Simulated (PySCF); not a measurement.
C3H8, SMILES CCC. Atoms are numbered in the order given.

```xyz
11

C      1.2754     0.0000     0.2586
C      0.0000     0.0000    -0.5840
C     -1.2754     0.0000     0.2586
H      2.1800     0.0000    -0.3704
H      1.3222    -0.8885     0.9108
H      1.3222     0.8885     0.9108
H      0.0000     0.8807    -1.2506
H      0.0000    -0.8807    -1.2506
H     -2.1800     0.0000    -0.3704
H     -1.3222     0.8885     0.9108
H     -1.3222    -0.8885     0.9108
```

Geometry: B3LYP-D3(BJ)/def2-SVP.

The numbers are results of TDA-PBE/def2-SVPD (PySCF), not measurements.

Vertical excitations. The molecule is in vacuum. State labels are in the subgroup C2v.

```csv
state,symmetry,energy (eV),λ (nm),f,main pairs
S1,B2,7.91,157,0.003,HOMO→LUMO 100 %
S2,A1,8.32,149,0.007,HOMO−1→LUMO 99 %
S3,B1,8.35,149,0.049,HOMO−2→LUMO 100 %
S4,A2,8.70,143,0.000,HOMO→LUMO+1 100 %
S5,B2,8.93,139,0.078,HOMO→LUMO+2 99 %
S6,B1,9.05,137,0.024,HOMO−1→LUMO+1 100 %
S7,A1,9.19,135,0.003,HOMO−2→LUMO+1 98 %
S8,A1,9.23,134,0.056,HOMO−1→LUMO+2 87 %
S9,A2,9.29,133,0.000,HOMO−3→LUMO 100 %
S10,B1,9.33,133,0.009,HOMO−2→LUMO+2 99 %
T1,B2,7.72,161,0,HOMO→LUMO 99 %
T2,A1,8.05,154,0,HOMO−1→LUMO 99 %
T3,B1,8.15,152,0,HOMO−2→LUMO 99 %
T4,A2,8.57,145,0,HOMO→LUMO+1 97 %
```
Triplets are in the Tamm–Dancoff approximation.
